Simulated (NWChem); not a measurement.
System: formaldehyde (CH₂O); SMILES O=C

NWChem input:

```
start job
memory heap 200 mb stack 900 mb global 1100 mb
geometry units angstroms noautoz
  C      0.000000     0.000000     0.526296
  O      0.000000     0.000000    -0.680091
  H      0.000000    -0.937942     1.121227
  H      0.000000     0.937942     1.121227
end
basis spherical
  * library cc-pvtz
end
dft
  xc xpbe96 cpbe96
  iterations 150
  vectors input atomic output neutral.movecs
end
task dft energy
charge 1
dft
  odft
  mult 2
  vectors input atomic output cation.movecs
end
task dft energy
```

Excerpt of the output:

```
             Northwest Computational Chemistry Package (NWChem) 7.3.0
             --------------------------------------------------------

 C2V symmetry detected

                             Geometry "geometry" -> ""
                             -------------------------

 Output coordinates in angstroms (scale by  1.889725989 to convert to a.u.)

  No.       Tag          Charge          X              Y              Z
 ---- ---------------- ---------- -------------- -------------- --------------
    1 C                    6.0000     0.00000000     0.00000000     0.52882713
    2 O                    8.0000     0.00000000     0.00000000    -0.67755988
    3 H                    1.0000     0.00000000    -0.93794200     1.12375813
    4 H                    1.0000     0.00000000     0.93794200     1.12375813

 Effective nuclear repulsion energy (a.u.)      31.2233382077

      Symmetry information
      --------------------

 Group name             C2v
 Group number             16
 Group order               4
 No. of unique centers     3

  pbe96 is a nonlocal functional; adding pw91lda local functional.

                                 NWChem DFT Module
                                 -----------------

 Summary of "ao basis" -> "ao basis" (spherical)
 ------------------------------------------------------------------------------
       Tag                 Description            Shells   Functions and Types
 ---------------- ------------------------------  ------  ---------------------
 C                          cc-pvtz                 10       30   4s3p2d1f
 O                          cc-pvtz                 10       30   4s3p2d1f
 H                          cc-pvtz                  6       14   3s2p1d

      Symmetry analysis of basis
      --------------------------

        a1         36
        a2         10
        b1         18
        b2         24

            General Information
            -------------------
          SCF calculation type: DFT
          Wavefunction type:  closed shell.
          No. of atoms     :     4
          No. of electrons :    16
           Alpha electrons :     8
            Beta electrons :     8
          Charge           :     0
          Spin multiplicity:     1
          Use of symmetry is: on ; symmetry adaption is: on
          Maximum number of iterations: 150
          AO basis - number of functions:    88
                     number of shells:    32
          Convergence on energy requested:  1.00D-06
          Convergence on density requested:  1.00D-05
          Convergence on gradient requested:  5.00D-04

              XC Information
              --------------
          PerdewBurkeErnzerhof Exchange Functional  1.000
            Perdew 1991 LDA Correlation Functional  1.000 local
           PerdewBurkeErnz. Correlation Functional  1.000 non-local

             Grid Information
             ----------------
          Grid used for XC integration:  medium
          Radial quadrature: Mura-Knowles
          Angular quadrature: Lebedev.
          Tag              B.-S. Rad. Rad. Pts. Rad. Cut. Ang. Pts.
          ---              ---------- --------- --------- ---------
          C                   0.70       49           6.0       434
          O                   0.60       49           7.0       434
          H                   0.35       45           8.0       434
          Grid pruning is: on
          Number of quadrature shells:   143
          Spatial weights used:  Erf1

      Superposition of Atomic Density Guess
      -------------------------------------

 Sum of atomic energies:        -113.45078466

      Non-variational initial energy
      ------------------------------

 Total energy =    -114.115444
 1-e energy   =    -215.935873
 2-e energy   =      70.597090
 HOMO         =      -0.330724
 LUMO         =      -0.043434

      Symmetry analysis of molecular orbitals - initial
      -------------------------------------------------

  Numbering of irreducible representations:

     1 a1          2 a2          3 b1          4 b2

  Orbital symmetries:

     1 a1          2 a1          3 a1          4 a1          5 b2
     6 a1          7 b1          8 b2          9 b1         10 a1
    11 b2         12 a1         13 b1         14 a1         15 b2
    16 a1         17 b2         18 a1

   convergence    iter        energy       DeltaE   RMS-Dens  Diis-err
 ---------------- ----- ----------------- --------- --------- ---------
 d= 0,ls=0.0,diis     1   -114.3142002688 -1.46D+02  1.99D-02  8.93D-01
 d= 0,ls=0.0,diis     2   -113.6314940986  6.83D-01  1.61D-02  7.43D+00
 d= 0,ls=0.0,diis     3   -114.4118498643 -7.80D-01  1.81D-03  2.55D-02
 d= 0,ls=0.0,diis     4   -114.4127498513 -9.00D-04  9.88D-04  1.25D-02
 d= 0,ls=0.0,diis     5   -114.4140957332 -1.35D-03  1.46D-04  2.80D-04
  Resetting Diis
 d= 0,ls=0.0,diis     6   -114.4141316820 -3.59D-05  4.38D-06  1.06D-06
 d= 0,ls=0.0,diis     7   -114.4141317762 -9.42D-08  4.43D-06  5.02D-08

         Total DFT energy =     -114.414131776200
      One electron energy =     -217.386644303924
           Coulomb energy =       86.309241804061
    Exchange-Corr. energy =      -14.560067484085
 Nuclear repulsion energy =       31.223338207747

 Numeric. integr. density =       15.999999431635

                  Occupations of the irreducible representations
                  ----------------------------------------------

                     irrep           alpha         beta
                     --------     --------     --------
                     a1                5.0          5.0
                     a2                0.0          0.0
                     b1                1.0          1.0
                     b2                2.0          2.0

                       DFT Final Molecular Orbital Analysis
                       ------------------------------------

[...]
```

Level: PBE/cc-pVTZ, vertical spin-unrestricted ions. The geometry was optimised at B3LYP/6-31G* (spherical d).
